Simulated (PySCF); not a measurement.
C₅H₈O.
Bonds: C1–C2 (double), C2–C3, C3–O4 (double), C3–C5, C5–C6. Hydrogens: H7, H8 on C1; H9 on C2; H10, H11 on C5; H12, H13, H14 on C6.

All values: wB97X-D/pcSseg-2 (PySCF, non-relativistic), on one gas-phase PBE0-D3(BJ)/def2-TZVP geometry that isn't relaxed in the solvent. The solvent is an IEF-PCM continuum (Bondi radii, 1.10 Å for H, scaled by 1.2). Only the electrostatic response of the medium enters.

Gas phase at wB97X-D/pcSseg-2: HOMO -9.22 eV, LUMO 0.20 eV, dipole 2.73 D.

Q: What does the continuum do to the energy, the frontier levels and the dipole at wB97X-D/pcSseg-2 in chloroform?

A: 
| solvent | ε | E(solvent) − E(gas) (kcal/mol) | polarisation term (kcal/mol) | distortion of the solute (kcal/mol) | HOMO (eV) | LUMO (eV) | dipole (D) |
| --- | --- | --- | --- | --- | --- | --- | --- |
| chloroform | 4.711 | -3.84 | -4.45 | 0.61 | -9.33 | 0.22 | 3.48 |

Polarisation term: ½ Σ q·V over the induced surface charges. Distortion: the rise of the solute's own energy as its density leaves the gas-phase optimum.

Q: Which radius a makes the point-dipole formula ΔE = −[(ε − 1)/(2ε + 1)]·μ²/a³ give the value in chloroform, with the gas-phase dipole?

A: μ = 1.076 au and |ΔE| = 0.00612 Eh give a = 2.15 Å; the farthest nucleus lies 3.69 Å from the centroid of the nuclei, so such a sphere wouldn't even hold the nuclei. The formula assumes a rigid point dipole at the centre of a sphere.

Conformer computed: `[CH2:1]=[CH:2][C:3](=[O:4])[CH2:5][CH3:6]`: C1–C2–C3–O4 -3°, C2–C3–C5–C6 180°.

Note: wB97X-D ran without an empirical dispersion term, which enters the total energy and its gradient alone.
